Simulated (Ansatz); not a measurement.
Elastic constant C44 (GPa) of solids drawn from the class of tetrahedrally bonded semiconductors and semimetals, at two levels: PBE (PAW; Ansatz, a quantum-chemistry and plane-wave program), and r²SCAN+rVV10 (plane waves, PAW; Ansatz).

| solid | PBE | r²SCAN+rVV10 | shift (%) |
|---|---|---|---|
| 2H-SiC | 151 | 164 | +8.6 |
| 3C-SiC | 239 | 262 | +9.6 |
| wurtzite AlN | 112 | 123 | +9.8 |
| zinc-blende AlN (metastable phase) | 178 | 197 | +10.7 |
| zinc-blende BAs | 145 | 159 | +9.7 |
| zinc-blende InP | 41.4 | 45.6 | +10.1 |
| zinc-blende BP | 185 | 198 | +7.0 |
| zinc-blende GaAs | 51.3 | 60.9 | +18.7 |
| wurtzite GaN | 89.3 | 97.3 | +9.0 |
| cubic BN | 442 | 471 | +6.6 |

The shifts run from +6.6 % to +18.7 %, with a median of +9.6 %.

Of 10 rows, r²SCAN+rVV10 is the larger in 10 and the smaller in 0.

Spin–orbit coupling is left out, also for the solids with elements from indium on (zinc-blende InP); its size isn't shown.

Each level is taken at its own relaxed cell. Ansatz's density-functional and Hartree–Fock values are scalar-relativistic unless marked +SOC, with PAW data made under PBE.
